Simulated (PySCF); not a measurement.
# F2O2S: the cost of one run

The runs use PySCF 2.14.0, with density-fitted response routines of our own; the level of theory stands in each step. All values are computed, except where a source is named. Atoms are numbered from 0 throughout.

**1. Starting geometry**

5 atoms, charge 0, multiplicity 1; geometry from: GFN2-xTB. The atoms were then displaced at random by about 0.01 Å, so the start is not that level's minimum.

Bonds of the start (Å): O0–S1 1.41, S1–O2 1.40, S1–F3 1.59, S1–F4 1.60.

**2. Geometry optimisation at PBE0-D3(BJ)/def2-SVP**

Job settings and geometry (Å):

```
{"job": {"xc": "PBE0", "basis": "def2-SVP", "d3": "d3bj", "grid": 1, "shake": 0.01, "kind": "geom"}, "charge": 0, "multiplicity": 1}
O     -0.217900    -1.130410    -0.972470
S     -0.069570    -0.165390     0.040600
O     -0.380960    -0.379060     1.385370
F     -0.711080     1.213960    -0.416610
F      1.413080     0.426940    -0.074770
```

Run with:

```bash
OMP_NUM_THREADS=1 python probes_run.py task.json out
```

One launch serves the whole session: the jobs run in the order shown.

Q: Estimate the wall time of this first job on 1 thread of Arm Neoverse V1, shared host.

About 11 s.
